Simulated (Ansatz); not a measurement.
## Which isomer of H2NOSi gives these data?

These gas-phase data were calculated for one isomer of H2NOSi at r2SCAN-D4/def2-SVP (harmonic, unscaled wavenumbers; equilibrium rotational constants with average atomic masses):

* rotational constants: 36.78, 7.85, 6.529 GHz
* all wavenumbers above 1500 cm⁻¹: 3568, 2276

Candidates:

(1) `[NH][SiH]=O`, a doublet
(2) `[H]/N=[Si]/O`, a doublet
(3) `N[Si]=O`, a doublet

Q: Assign the data to one candidate and say why.

A: Candidate (1). The band at 2276 cm⁻¹ lies where the Si–H stretch is expected; (2), (3) have no mode between 2000 and 2380 cm⁻¹.

The same quantities for all candidates:

|  | rotational constants (GHz) | wavenumbers above 1500 cm⁻¹ | E above the lowest, r2SCAN-D4/def2-SVP (kcal/mol) |
| --- | --- | --- | --- |
| (1) | 36.78, 7.85, 6.529 | 3568, 2276 | 32.3 |
| (2) | 40.14, 7.672, 6.441 | 3806, 3617 | 10.6 |
| (3) | 48.91, 7.221, 6.292 | 3684, 3558, 1500 | 0.0 |

Harmonic stretches to hydrogen usually lie a few per cent above observed fundamentals. Each candidate is one conformer. Open shells are spin-unrestricted. Programs: Ansatz 0.2.0.
